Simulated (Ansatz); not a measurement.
The same path of AlFH$_{3}$Si (6 atoms, charge 0, multiplicity 2) was run 3 times with different band settings. Lost on the way: Al3–H5. Made: Si2–H5.

The calculation used UKS r2SCAN/def2-SVP (Ansatz).

Relaxed end points:

```xyz
6
Properties=species:S:1:pos:R:3
F -1.951 -1.378 0.162
Si -0.369 -1.047 -0.077
Al 0.481 1.153 0.068
H 0.310 -2.348 -0.359
H 2.042 1.277 -0.191
H -0.512 2.343 0.397
```

```xyz
6
Properties=species:S:1:pos:R:3
F -1.128 -1.487 -1.029
Si 0.056 -0.636 -0.281
Al -0.834 1.547 0.474
H 0.558 -1.477 0.855
H 1.184 -0.491 -1.260
H 0.164 2.545 1.241
```

Common settings: spring 5.0 eV/Å²; optimiser quadratic models (default); start path through a guess of the saddle point; iteration limit 60; end points relaxed.

| run | movable images | climbing image | force threshold |
| --- | --- | --- | --- |
| 1 | 9 | yes | 0.05 eV/Å |
| 2 | 9 | yes | 0.5 eV/Å |
| 3 | 6 | no | 0.05 eV/Å |

Task: What does each run give, and how far can it be trusted?

Result: Run 1: converged after 12 iterations, highest image 0.691 eV above the first end. The profile has 2 maxima (images 3, 8) with wells between them (image 6): this band takes more than one step, which may be the mechanism or a detour left from its start path. A vibrational analysis at the climbing image gives one clearly imaginary mode, 557i cm⁻¹: a first-order saddle point.
Run 2: converged after 9 iterations, highest image 0.683 eV above the first end. The threshold of 0.5 eV/Å is loose, so the images may lie well off the minimum-energy path. The profile has 2 maxima (images 3, 8) with wells between them (image 6): this band takes more than one step, which may be the mechanism or a detour left from its start path. The order of the stationary point at the top wasn't checked.
Run 3: converged after 17 iterations, highest image 0.690 eV above the first end. The profile has 2 maxima (images 2, 6) with wells between them (image 4): this band takes more than one step, which may be the mechanism or a detour left from its start path. No image climbed, so the highest image needn't sit at the top of the path.
